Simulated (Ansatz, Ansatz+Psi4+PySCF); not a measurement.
```xyz
2

Al    0.0000    0.0000    0.0000
Si    0.0000    0.0000    2.4200
```

Basis set: cc-pV(T+d)Z (spherical functions). Left uncorrelated: 10 orbitals. Charge 0, multiplicity 4.

Computed with Ansatz (development build ahead of 0.2.0); the reference of a correlated method needn't be the lowest determinant of its kind.

The atomization energy at this shape (free ground-state atoms in the same class of orbitals less the molecule, no zero-point energy) of quartet AlSi:

| method | atomization energy |
| --- | --- |
| UHF-CCSD(T) | 56.23 kcal/mol |

Q: What does UHF-CCSD give?

A: 52.84 kcal/mol. Caution: the reference determinant was not shown to be the lowest.
